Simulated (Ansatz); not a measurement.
Lattice parameter c (Å) of solids drawn from the class of tetrahedrally bonded semiconductors and semimetals, at two levels: PBE (Ansatz, a first-principles code, plane waves, PAW), and r²SCAN0 (PAW; Ansatz).

```tsv
solid	PBE	r²SCAN0
wurtzite ZnO	5.293	5.174
wurtzite GaN	5.243	5.147
2H-SiC	5.074	5.023
wurtzite AlN	5.019	4.948
wurtzite BN (high-pressure phase)	4.224	4.184
wurtzite CdS	6.830	6.741
wurtzite CdSe	7.154	?
```

### Question
Estimate the withheld r²SCAN0 value from the other rows.

### Answer
One way: carry over the typical ratio. The ratios r²SCAN0 / PBE of the other rows, in order: 0.9775, 0.9817, 0.9859, 0.9870, 0.9899, 0.9905; median 0.98645. Wurtzite CdSe: 7.154 × 0.98645 = 7.057 Å; the run gives 7.047 Å. The ratios spread from 0.9775 to 0.9905, so such an estimate is rough.

Of 7 rows, r²SCAN0 is the larger in 0 and the smaller in 7.

Ansatz's runs of these crystals have no spin polarisation.

Ansatz's density-functional and Hartree–Fock values are scalar-relativistic unless marked +SOC, with PAW data made under PBE.
